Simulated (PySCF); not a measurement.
Input of a run (PBE0-D3(BJ)/def2-SVP geometry optimisation, gas phase (PySCF 2.14.0)), started from GFN2-xTB:
```
{"job": {"xc": "PBE0", "basis": "def2-SVP", "d3": "d3bj", "grid": 1, "kind": "geom"}, "charge": 0, "multiplicity": 1}
P     -0.986411    -0.161644    -0.558309
B      0.783073     0.258783    -0.067021
Cl     1.920258    -0.977069     0.161533
H     -1.214255    -1.247249     0.261906
H     -1.652758     0.756873     0.227268
H      1.153215     1.372296    -0.046952
```

Output (energies in Eh, forces in Eh/bohr):
```
step   0  E = -827.64267233  max force = 0.021187
step   1  E = -827.64608785  max force = 0.009191
step   2  E = -827.64635930  max force = 0.003804
step   3  E = -827.64638067  max force = 0.001821
step   4  E = -827.64641817  max force = 0.000218
step   5  E = -827.64641895  max force = 0.000110
optimisation converged
```

Summarise the run.

The energy falls by 0.102 eV over 6 energy and gradient evaluations, the largest force component goes from 0.0212 to 1.1e-04 Eh/bohr, and the atoms move by 0.046 Å rms after alignment. The bond that changes most is B2–Cl3 (ends: three-coordinate boron; chlorine bonded to B), which lengthens by 0.055 Å. Bonds longer at the end by more than 0.005 Å: 5 of 5; shorter: 0. Among the angles that change most is H4–P1–H5, from 96.1° to 98.8°. The energy never rose by more than 1e-6 Eh on the way. The first step brought 91 % of the lowering.

What are the final bond lengths?

P1–B2 1.890 Å, B2–Cl3 1.749 Å, P1–H4 1.421 Å, P1–H5 1.422 Å, B2–H6 1.205 Å. Numbering counts from 1 in the input's order; the species is `PBCl` (BClH3P).

The run used 65 basis functions and 36 SCF cycles in all. Hardware: one thread of an Arm Neoverse V2, shared host. Cost: 5.5 s.

Stationary, but not proved a minimum. The numbers are those of one conformer.

The values belong to the conformer `[PH2:1][BH:2][Cl:3]`: H–P1–B2–Cl3 42°, H–P1–B2–Cl3 142°.
